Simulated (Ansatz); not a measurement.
Computed with Ansatz on PBE0-D4/def2-TZVP structures; ΔE is electronic, products minus reactants. CCSD(T)/CBS is frozen-core, at the limit of the def2 triple- and quadruple-zeta sets. Functionals use def2-TZVPP.

Reaction (hydrogenolysis of a P–P bond): `PP` + H₂ → PH₃ + PH₃

`PP`:

Cartesian coordinates in Å:
```
P -0.442 0.888 -0.506
P 0.438 -0.890 0.507
H 0.385 0.753 -1.655
H -1.488 0.139 -1.110
H -0.382 -0.750 1.661
H 1.489 -0.141 1.103
```

H₂:

Z-matrix (Å, degrees):
```
H
H 1 0.746
```

PH₃:

```xyz
4

P     0.097    0.100    0.564
H     0.012   -1.206    0.013
H     0.961    0.561   -0.464
H    -1.070    0.544   -0.112
```

PH₃:

Cartesian coordinates in Å:
```
P 0.333 -0.470 -0.071
H 0.852 0.851 -0.060
H -0.461 -0.251 1.086
H -0.724 -0.130 -0.955
```

| level | ΔE (kcal/mol) |
| --- | --- |
| revPBE-D4 | -1.1 |
| revPBE | -3.7 |
| CCSD(T)/def2-TZVPP | -6.1 |
| MP2/def2-QZVPP | -3.4 |
| CCSD(T)/def2-QZVPP | -5.2 |
| MP2/cc-pV(D+d)Z | -7.2 |
| CCSD/cc-pV(T+d)Z | -7.2 |
| CCSD/CBS(cc) | -6.3 |

Problem. What does CCSD(T)/CBS give? (An estimate is asked.)

Solution. The calculation gave: -4.5 kcal/mol. The listed levels differ from it by 3.4, 0.8, -1.6, 1.1, -0.7, -2.7, -2.7, -1.8 kcal/mol.

Largest T1 diagnostic among the species: 0.014.

Leaving LDA and LC-ωPBE aside and taking each functional with its dispersion term where it has one, the values, not all of them listed here, spread over 5.8 kcal/mol, from CAM-B3LYP-D4 to revPBE-D4. From BLYP to BHLYP (50 % exact exchange), in def2-TZVPP and without D4, ΔE moves by −2.2 kcal/mol. The D4 term adds +2.0 kcal/mol with B3LYP and +1.0 kcal/mol with PBE0; it sums over pairs of atoms, weighted by their polarisabilities, and B3LYP, whose exchange is more repulsive, gets the larger term.

B3LYP here is the variant with VWN-RPA as its local correlation; programs differ in this.
